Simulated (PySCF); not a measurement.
# How the method changes the constants of NO

State: ²Π (doublet), unpaired electrons π ↑. Set-up: N pcseg-1, O pcseg-1; no relativity (PySCF 2.14). De refers to N + O in their high-spin ground configurations, without counterpoise correction. The functionals are run spin-unrestricted. A positive dipole means N(−)O(+). Levels whose curve was spin-contaminated or gave no clean fit are not listed.

```csv
Level,Re (Å),ωe (cm⁻¹),De (eV),μ (D),"CPU s a point (SCF and correlation, without the integrals)"
UHF-CCSD,1.158,1967,5.43,n/a,n/a
LDA,1.156,1965,8.44,0.12,0.18
PBE,1.165,1908,7.31,0.08,0.28
r²SCAN,1.155,1976,6.41,0.01,0.45
B3LYP,1.153,1993,6.54,0.01,0.33
PBE0,1.146,2053,6.46,0.01,0.71
B97-3,1.148,2043,6.56,0.00,0.25
```

Question: What does the gradient correction do here, going from LDA to PBE?

Answer: PBE less LDA: +0.9 pm in Re, -2.9 % in ωe, -1.13 eV in De. The gradient correction favours the more uneven density of free atoms, so it tends to lengthen bonds and takes away much of the overbinding of LDA; so it does here.

Correlated steps freeze 2 core orbitals. Correlated levels converge slowly with the basis: in double zeta they bind strong bonds too weakly, by up to about 1 eV, and carry superposition errors of some tenths. Counting both spins, an empty level lies below a filled one in some of these solutions, because spin and occupation are held. The state is the lowest determinant that a PBE0 search found; another state may lie lower at other levels.

The whole job (state search and all levels along the bond) took about 0.65 min on 1 thread of Arm Neoverse V1 (shared host), peak memory 0.35 GiB.
